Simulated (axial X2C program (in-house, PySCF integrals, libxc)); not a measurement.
**What spin–orbit coupling does to AlP**

Calculated with an in-house relativistic program for diatomic molecules. Spin-free means the one-electron spin-free X2C Hamiltonian; two-component (2c) means X2C with spin–orbit coupling and atomic mean-field two-electron Coulomb and Gaunt terms, so the difference of the two also holds small scalar two-electron terms. Basis: P dyall-v3z [8s7p2d1f], Al dyall-v3z [8s8p2d1f] (cores contracted in-house); Gaussian nuclei, density fitting, unrestricted open shells. Masses: P 30.974 u, Al 26.982 u.

Spin-free state: M_S = 1, Λ = 1 (beyond evenly filled blocks: σα, π+α, π+β, π-α); fragments P + Al.

| level | Re (Å) | ωe (cm⁻¹) | De (eV) | μ (D) |
| --- | --- | --- | --- | --- |
| PBE0 | 2.214 | 471.4 | 2.186 | 2.51 |
| r2SCAN0 | 2.207 | 478.5 | 2.038 | 2.62 |

Dipoles are positive if Al is the positive end.

Two-component determinant lowest at the distance of the search:

Ω = 2 (⟨Sz⟩ = 1.00, ⟨Lz⟩ = 1.00 at PBE0); fragments P + Al.

```csv
level,Re (Å),ωe (cm⁻¹),De (eV),μ (D)
PBE0,2.215,471.3,2.197,2.51
r2SCAN0,2.208,478.5,2.049,2.62
```

Problem. From the two tables, how do the constants change at the PBE0 level (2c against spin-free)?

Solution. At the PBE0 level Re is unchanged within 0.001 Å and ωe is unchanged to within 0.2 cm⁻¹; De is not compared, since the atomic limits differ or miss part of their spin–orbit lowering.

Dissociation energies refer to the lowest single-determinant-based atoms at the same level and basis. Density functionals use the spin component along the axis (collinear). In 2c an atomic determinant is not the ground J level, so De misses part of the atomic spin–orbit lowering. This holds for PBE0, r2SCAN0. Without a current term, density functionals place determinants with orbital angular momentum somewhat too high. The state is one determinant with fixed occupations, lowest in a PBE0 search at one distance only: followed along the bond, the 2c determinant Ω = 1 reaches 0.06 eV lower at PBE0, at Re = 2.426 Å, so the state shown is not the lowest. With several unpaired electrons one determinant need not be a pure state. Open-shell Ω = 0 determinants with evenly filled partner blocks cannot be reached by this program, so the Ω shown need not be the lowest component. The determinant is spin-polarised beyond a pure state at some levels (its spin-free form has ⟨S²⟩ too high), which makes Re and μ there less reliable.
